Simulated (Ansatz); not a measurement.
System: C₃H₅O, net charge 0, doublet state. It need not be the lowest isomer of its formula. 
Structure (B3LYP-D3(BJ)/def2-TZVP (Ansatz, a program for electronic structure) minimum search):
```
C
O 1 1.2321
C 1 1.4348 2 120.36
H 3 1.0811 1 118.71 2 0.01
H 3 1.0821 4 119.34 1 180.00
C 1 1.5149 2 121.37 3 -179.98
H 6 1.0873 1 109.61 2 -0.44
H 6 1.0926 7 109.47 1 121.42
H 6 1.0926 7 109.42 8 117.23
```
Charge 0, spin multiplicity 2.

Total electronic energies in hartree. Correlated levels leave the core frozen unless marked. Open shells are spin-unrestricted. No spin-orbit coupling. No relativistic terms. CBS(X,Y): correlation extrapolated as X^-3; Hartree-Fock from the larger set. The bracket is a focal-point correction in the basis named.

The UHF reference is spin-contaminated (<S^2> 0.15 over the pure value in the largest basis). 

```json
[
 {"level": "RI-HF/aug-cc-pVTZ", "program": "Ansatz", "energy (Eh)": "-191.41588"},
 {"level": "PBE0/6-31G*", "program": "Ansatz", "energy (Eh)": "-192.26791"},
 {"level": "HSE06-D3(BJ)/def2-TZVPD", "program": "Ansatz + dftd3", "energy (Eh)": "-192.33783"},
 {"level": "B2GP-PLYP/def2-TZVPD", "program": "Ansatz", "energy (Eh)": "-192.36849"},
 {"level": "RPA@PBE/cc-pVTZ", "program": "Ansatz", "energy (Eh)": "-192.51950"},
 {"level": "RI-MP2/cc-pVTZ", "program": "Ansatz", "energy (Eh)": "-192.10084"},
 {"level": "RI-MP2/CBS(cc-pVTZ,cc-pVQZ)", "program": "Ansatz", "energy (Eh)": "-192.1982"},
 {"level": "CCSD/cc-pVDZ", "program": "Ansatz", "energy (Eh)": "-191.96050"},
 {"level": "RI-MP2/CBS(cc-pVTZ,cc-pVQZ)+[CCSD(T)-MP2]/cc-pVTZ", "program": "Ansatz", "energy (Eh)": "-192.2701"}
]
```

Totals of different functionals don't rank their quality; only differences between species are comparable.
